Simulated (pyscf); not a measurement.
Structures and frequencies: ωB97X-D3(BJ)/def2-SVP in PySCF.

Task: Estimate the classical barrier height and the reaction energy of H₂N–InH–SH + H₂ -> H₂N–InH₂ + H₂S at PBE/def2-TZVP. The step runs on the singlet surface, breaks In–S, H–H and forms H–In, H–S; take the separated reactants as zero.

Result: ΔE‡ = 110.2 kJ/mol, ΔE = +69.8 kJ/mol. ωB97M-D3(BJ)/def2-TZVP gives 137.1 kJ/mol and +65.2 kJ/mol. Zero-point energy shifts the barrier by +7.4 kJ/mol. It is a four-centre exchange, with an imaginary mode of 1350i cm⁻¹. On the product side the descent ends in an adduct with a In–S contact (not fully relaxed), 43.8 kJ/mol under the separated species and 95.8 kJ/mol under the saddle at ωB97X-D3(BJ)/def2-TZVP. What is counted as broken (In–S) persists as a longer contact in the product adduct; parting that adduct is a step of its own. One saddle was located; it need not be the lowest between these sides. Elements past Kr carry the def2 core potentials, without spin-orbit coupling.
